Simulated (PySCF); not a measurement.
PySCF input (TPSS/def2-TZVPD):

```python
from pyscf import gto, scf, dft

mol = gto.M(
    atom='''
    O     1.08859699    0.24944285   -0.42728356
    C     0.04658452    0.36233721    0.22026559
    H    -0.09897970    1.22977934    0.88845632
    C    -1.01080777   -0.58309006    0.15832965
    H    -1.91279587   -0.45200395    0.74149328
    H    -0.91166091   -1.44880109   -0.48325255
    ''',
    basis='def2-tzvpd',
    charge=0,
    spin=1,
    verbose=4,
)

mf = dft.UKS(mol, xc='tpss').density_fit(auxbasis='def2-universal-jkfit')
mf.grids.level = 3
mf.conv_tol = 1e-9
mf.max_cycle = 100
mf.max_memory = 1500
mf.kernel()
if not mf.converged:
    mf = mf.newton()
    mf.kernel(mf.make_rdm1())
for _ in range(2):
    mo, _, stable, _ = mf.stability(return_status=True)
    if stable:
        break
    mf.kernel(mf.make_rdm1(mo, mf.mo_occ))
mf.analyze()
```

Output:

```
PySCF version 2.14.0

[INPUT] verbose = 4
[INPUT] num. atoms = 6
[INPUT] num. electrons = 23
[INPUT] charge = 0
[INPUT] spin (= nelec alpha-beta = 2S) = 1
[INPUT] symmetry False subgroup None
[INPUT] Mole.unit = angstrom
[INPUT] Symbol           X                Y                Z      unit          X                Y                Z       unit  Magmom
[INPUT]  1 O      1.088596990000   0.249442850000  -0.427283560000 AA    2.057150171126   0.471378670231  -0.807448905929 Bohr   0.0
[INPUT]  2 C      0.046584520000   0.362337210000   0.220265590000 AA    0.088031984444   0.684718091639   0.416241639766 Bohr   0.0
[INPUT]  3 H     -0.098979700000   1.229779340000   0.888456320000 AA   -0.187044524892   2.323946146248   1.678939118439 Bohr   0.0
[INPUT]  4 C     -1.010807770000  -0.583090060000   0.158329650000 AA   -1.910149849882  -1.101880519356   0.299199675898 Bohr   0.0
[INPUT]  5 H     -1.912795870000  -0.452003950000   0.741493280000 AA   -3.614660326499  -0.854163672722   1.401219222405 Bohr   0.0
[INPUT]  6 H     -0.911660910000  -1.448801090000  -0.483252550000 AA   -1.722789438372  -2.737837269071  -0.913214968498 Bohr   0.0

nuclear repulsion = 63.7094027413496
number of shells = 55
number of NR pGTOs = 192
number of NR cGTOs = 141
basis = def2-tzvpd
ecp = {}

******** <class 'pyscf.df.df_jk.DFUKS'> ********
method = DFUKS
initial guess = minao
damping factor = 0
level_shift factor = 0
DIIS = <class 'pyscf.scf.diis.CDIIS'>
diis_start_cycle = 1
diis_space = 8
diis_damp = 0
SCF conv_tol = 1e-09
SCF conv_tol_grad = None
SCF max_cycles = 100
direct_scf = False
number electrons alpha = 12  beta = 11
XC library pyscf.dft.libxc version 7.1.2
    S. Lehtola, C. Steigemann, M. J. T. Oliveira, and M. A. L. Marques,  SoftwareX 7, 1–5 (2018)
XC functionals = tpss
    J. Tao, J. P. Perdew, V. N. Staroverov, and G. E. Scuseria,  Phys. Rev. Lett. 91, 146401 (2003)
    J. P. Perdew, J. Tao, V. N. Staroverov, and G. E. Scuseria,  J. Chem. Phys. 120, 6898 (2004)
    J. Tao, J. P. Perdew, V. N. Staroverov, and G. E. Scuseria,  Phys. Rev. Lett. 91, 146401 (2003)
    J. P. Perdew, J. Tao, V. N. Staroverov, and G. E. Scuseria,  J. Chem. Phys. 120, 6898 (2004)
radial grids:
    Treutler-Ahlrichs [JCP 102, 346 (1995); DOI:10.1063/1.469408] (M4) radial grids

becke partition: Becke, JCP 88, 2547 (1988); DOI:10.1063/1.454033
pruning grids: <function nwchem_prune>
grids dens level: 3
symmetrized grids: False
atomic radii adjust function: <function treutler_atomic_radii_adjust>
small_rho_cutoff = 0
Set gradient conv threshold to 3.16228e-05
tot grids = 71744
init E= -153.440858393647
  alpha nocc = 12  HOMO = -0.263981134719504  LUMO = -0.0711333470081215
  beta  nocc = 11  HOMO = -0.336241541562487  LUMO = -0.263981134719511

[...]
  beta  nocc = 11  HOMO = -0.224129621665337  LUMO = -0.170308326120953
  HOMO = -0.224129621665  LUMO = -0.170308326121  gap/eV = 1.46455
Extra cycle  E= -153.26059578086  delta_E= 1.44e-11  |g|= 1.76e-05  |ddm|= 3.26e-05
converged SCF energy = -153.26059578086  <S^2> = 0.76244842  2S+1 = 2.0124099
uhf_internal: lowest eigs of H = [0.28416953 0.34708092 0.3639348 ]
<class 'pyscf.df.df_jk.DFUKS'> wavefunction is stable in the internal stability analysis
**** SCF Summaries ****
Total Energy =                        -153.260595780859887
Nuclear Repulsion Energy =              63.709402741349592
One-electron Energy =                 -333.528151664782968
Two-electron Energy =                  116.558153142573502
Two-electron Coulomb Energy =          137.103612817207448
DFT Exchange-Correlation Energy =      -20.545459674633953
HOMO-LUMO gap [eV] =                     1.464552049154756
**** MO energy ****
                             alpha | beta                alpha | beta
MO #1   energy= -18.8935666431442  | -18.884876483281   occ= 1 | 1
MO #2   energy= -10.0691496872286  | -10.0709502662179  occ= 1 | 1
MO #3   energy= -10.0381711630093  | -10.0263190354208  occ= 1 | 1
MO #4   energy= -0.982026404716706 | -0.968552690337539 occ= 1 | 1
MO #5   energy= -0.714956379916494 | -0.690666715689307 occ= 1 | 1
MO #6   energy= -0.542664584309154 | -0.53584916338535  occ= 1 | 1
MO #7   energy= -0.458335827286977 | -0.452992244914068 occ= 1 | 1
MO #8   energy= -0.412344220219513 | -0.405968250300138 occ= 1 | 1
MO #9   energy= -0.380303688054678 | -0.371300967580463 occ= 1 | 1
MO #10  energy= -0.376208900976866 | -0.351004134259433 occ= 1 | 1
MO #11  energy= -0.24579249942106  | -0.224129621665337 occ= 1 | 1
MO #12  energy= -0.231510033112555 | -0.170308326120953 occ= 1 | 0
MO #13  energy= -0.0371125808664843 | -0.00996290983093998 occ= 0 | 0
MO #14  energy= -9.18812575783079e-05 | 0.00471581699062965 occ= 0 | 0
MO #15  energy= 0.0212953742167805 | 0.0235386513180956 occ= 0 | 0
MO #16  energy= 0.0476796659407555 | 0.0495739931178178 occ= 0 | 0
MO #17  energy= 0.0675322181029103 | 0.072782592534351  occ= 0 | 0
MO #18  energy= 0.0724264947552108 | 0.0746271149966929 occ= 0 | 0
MO #19  energy= 0.0844036933082753 | 0.0869613888914254 occ= 0 | 0
MO #20  energy= 0.0909415353910864 | 0.0976786737131384 occ= 0 | 0
MO #21  energy= 0.130181389219138  | 0.135189480190998  occ= 0 | 0
MO #22  energy= 0.131890032929544  | 0.137787815122347  occ= 0 | 0
MO #23  energy= 0.137356625897753  | 0.140400587937136  occ= 0 | 0
MO #24  energy= 0.153561286205954  | 0.169957881541757  occ= 0 | 0
MO #25  energy= 0.172843817748802  | 0.178640231974966  occ= 0 | 0
MO #26  energy= 0.2089143429372    | 0.212884104047382  occ= 0 | 0
MO #27  energy= 0.210959191590215  | 0.213051080383962  occ= 0 | 0
MO #28  energy= 0.225524101837719  | 0.232890130216342  occ= 0 | 0
MO #29  energy= 0.247258975095436  | 0.25003769510084   occ= 0 | 0
MO #30  energy= 0.256376783609628  | 0.259970551719623  occ= 0 | 0
MO #31  energy= 0.260359690712711  | 0.266424459924182  occ= 0 | 0
MO #32  energy= 0.27439208210134   | 0.2799383360286    occ= 0 | 0
MO #33  energy= 0.283817381745534  | 0.286681251189734  occ= 0 | 0
MO #34  energy= 0.306173193300768  | 0.310739641216971  occ= 0 | 0
MO #35  energy= 0.31761384433777   | 0.322692941551114  occ= 0 | 0
MO #36  energy= 0.33851447041791   | 0.346805866993881  occ= 0 | 0
MO #37  energy= 0.339013433165528  | 0.349920667268243  occ= 0 | 0
MO #38  energy= 0.344941994783509  | 0.353271361751151  occ= 0 | 0
MO #39  energy= 0.354241756788135  | 0.358368777697948  occ= 0 | 0
MO #40  energy= 0.3657623284425    | 0.369906005805281  occ= 0 | 0
MO #41  energy= 0.379825689272215  | 0.387009022290704  occ= 0 | 0
MO #42  energy= 0.392772247766366  | 0.395642870412473  occ= 0 | 0
MO #43  energy= 0.399852596101068  | 0.407606155550645  occ= 0 | 0
MO #44  energy= 0.403698284796127  | 0.40912801788603   occ= 0 | 0
MO #45  energy= 0.449791138600219  | 0.45323169408568   occ= 0 | 0
MO #46  energy= 0.481969241403633  | 0.495343572114132  occ= 0 | 0
MO #47  energy= 0.501671552524758  | 0.505370243808251  occ= 0 | 0
MO #48  energy= 0.507911164922168  | 0.512559796441585  occ= 0 | 0
MO #49  energy= 0.539846647287167  | 0.543913356316852  occ= 0 | 0
MO #50  energy= 0.549195976861299  | 0.554185759747774  occ= 0 | 0
MO #51  energy= 0.567581019891632  | 0.574035303793807  occ= 0 | 0
MO #52  energy= 0.581169752107151  | 0.586349449739455  occ= 0 | 0
MO #53  energy= 0.605449000049358  | 0.610880718940177  occ= 0 | 0
MO #54  energy= 0.643792502341393  | 0.651499081913779  occ= 0 | 0
MO #55  energy= 0.646726098552914  | 0.653904427333276  occ= 0 | 0
MO #56  energy= 0.657277727174701  | 0.668273154237767  occ= 0 | 0
MO #57  energy= 0.694533257768327  | 0.703585657818055  occ= 0 | 0
MO #58  energy= 0.711525664161135  | 0.718079552808981  occ= 0 | 0
MO #59  energy= 0.711618516719185  | 0.73182152678892   occ= 0 | 0
MO #60  energy= 0.745189012269631  | 0.749165188402053  occ= 0 | 0
MO #61  energy= 0.765297697023065  | 0.793647755476755  occ= 0 | 0
MO #62  energy= 0.849674539012153  | 0.855525326100523  occ= 0 | 0
MO #63  energy= 0.871495637841413  | 0.879002848766348  occ= 0 | 0
MO #64  energy= 0.904574918226601  | 0.921674642841822  occ= 0 | 0
MO #65  energy= 0.957976520593177  | 0.972621524486057  occ= 0 | 0
MO #66  energy= 0.966011563947334  | 0.978680310153982  occ= 0 | 0
MO #67  energy= 1.05128484204499   | 1.05795002251185   occ= 0 | 0
MO #68  energy= 1.09831239255788   | 1.10820620374916   occ= 0 | 0
MO #69  energy= 1.11901551211588   | 1.13839389277439   occ= 0 | 0
MO #70  energy= 1.14117093575584   | 1.14897236648872   occ= 0 | 0
MO #71  energy= 1.24657283292188   | 1.25969104944713   occ= 0 | 0
MO #72  energy= 1.28753715206716   | 1.29444723544326   occ= 0 | 0
MO #73  energy= 1.34235945941526   | 1.34953761505564   occ= 0 | 0
MO #74  energy= 1.44389852662815   | 1.47663221822155   occ= 0 | 0
MO #75  energy= 1.59867102027205   | 1.61310179474939   occ= 0 | 0
MO #76  energy= 1.6050873287267    | 1.62260830404359   occ= 0 | 0
MO #77  energy= 1.71397948905872   | 1.73411058013388   occ= 0 | 0
MO #78  energy= 1.75492213285522   | 1.7706324940091    occ= 0 | 0
MO #79  energy= 1.75551720002472   | 1.77204054129035   occ= 0 | 0
MO #80  energy= 1.80080100626372   | 1.81765030635393   occ= 0 | 0
MO #81  energy= 1.81429749879613   | 1.83561720921366   occ= 0 | 0
MO #82  energy= 1.84039567144022   | 1.84733521927393   occ= 0 | 0
MO #83  energy= 1.84475516288577   | 1.88277505577985   occ= 0 | 0
MO #84  energy= 1.87722467381138   | 1.8923938167502    occ= 0 | 0
MO #85  energy= 1.94439111428441   | 1.9542818796344    occ= 0 | 0
MO #86  energy= 1.98034487731391   | 1.99387971021954   occ= 0 | 0
MO #87  energy= 2.07537955391296   | 2.09444195865873   occ= 0 | 0
MO #88  energy= 2.18006354256806   | 2.19547176071318   occ= 0 | 0
MO #89  energy= 2.20013597909636   | 2.21033028983568   occ= 0 | 0
MO #90  energy= 2.3342000353608    | 2.34316356097572   occ= 0 | 0
MO #91  energy= 2.36279754392606   | 2.37531859698262   occ= 0 | 0
MO #92  energy= 2.39371260112884   | 2.41710810238132   occ= 0 | 0
MO #93  energy= 2.40243066612041   | 2.42325046205091   occ= 0 | 0
MO #94  energy= 2.50551862492638   | 2.53985857195116   occ= 0 | 0
MO #95  energy= 2.56706906046323   | 2.58864609845743   occ= 0 | 0
MO #96  energy= 2.66519069861854   | 2.68928540466833   occ= 0 | 0
MO #97  energy= 2.67433479444689   | 2.69780214055178   occ= 0 | 0
MO #98  energy= 2.77724343485427   | 2.78815835549248   occ= 0 | 0
MO #99  energy= 2.80951561667161   | 2.83469906079087   occ= 0 | 0
MO #100 energy= 2.80965618357714   | 2.84138536043176   occ= 0 | 0
MO #101 energy= 2.84625860000207   | 2.86743959851504   occ= 0 | 0
MO #102 energy= 2.88400820442797   | 2.91153737964622   occ= 0 | 0
MO #103 energy= 2.99557941805791   | 3.0330038213949    occ= 0 | 0
MO #104 energy= 3.06648777031662   | 3.08285216536983   occ= 0 | 0
[...]
```

It need not be the lowest isomer of its formula.
